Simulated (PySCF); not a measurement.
## `C=Cc1cc1=O`, C₅H₄O

Geometry:
```json
{"atom": "C1", "x (Å)": "-1.806", "y (Å)": "0.386", "z (Å)": "-0.285"}
{"atom": "C2", "x (Å)": "-0.880", "y (Å)": "-0.540", "z (Å)": "-0.044"}
{"atom": "C3", "x (Å)": "0.500", "y (Å)": "-0.205", "z (Å)": "0.090"}
{"atom": "C4", "x (Å)": "1.762", "y (Å)": "-0.664", "z (Å)": "0.312"}
{"atom": "C5", "x (Å)": "1.587", "y (Å)": "0.735", "z (Å)": "0.105"}
{"atom": "O6", "x (Å)": "2.014", "y (Å)": "1.846", "z (Å)": "0.013"}
{"atom": "H7", "x (Å)": "-1.537", "y (Å)": "1.425", "z (Å)": "-0.386"}
{"atom": "H8", "x (Å)": "-2.848", "y (Å)": "0.136", "z (Å)": "-0.387"}
{"atom": "H9", "x (Å)": "-1.143", "y (Å)": "-1.587", "z (Å)": "0.059"}
{"atom": "H10", "x (Å)": "2.362", "y (Å)": "-1.526", "z (Å)": "0.501"}
```

Computed, not measured: quadratic response CAM-B3LYP/def2-SVPD first hyperpolarisability, Taylor convention, gas phase in PySCF 2.14.0. Geometry: GFN2-xTB.

**Question.** Give β for the processes computed.

**Answer.** In au, Taylor convention; the vector part is βᵢ = ⅓ Σⱼ (βᵢⱼⱼ + βⱼᵢⱼ + βⱼⱼᵢ); β∥ is 3/5 of the vector part along the dipole, the dipole points from − to +:
| process | λ (nm) | β vector norm | β∥ | β HRS | depolarisation ratio |
| --- | --- | --- | --- | --- | --- |
| static β(0;0,0) | ∞ | 170.2 | -94.5 | 70.3 | 5.04 |
| second harmonic β(−2ω;ω,ω) | 1064 | 199.5 | -113.1 | 83.0 | 5.04 |
| Pockels β(−ω;ω,0) | 1064 | 178.9 | -100.0 | – | – |

**Question.** Which lowest excitations, dipole and polarisabilities go with it?

**Answer.** S1 3.82 eV (f = 0.000); S2 5.37 eV (f = 0.000); S3 5.60 eV (f = 0.402); dipole 4.71 D; isotropic α 61.9 au static, 62.7 au at 1064 nm, 65.6 au at 532 nm.
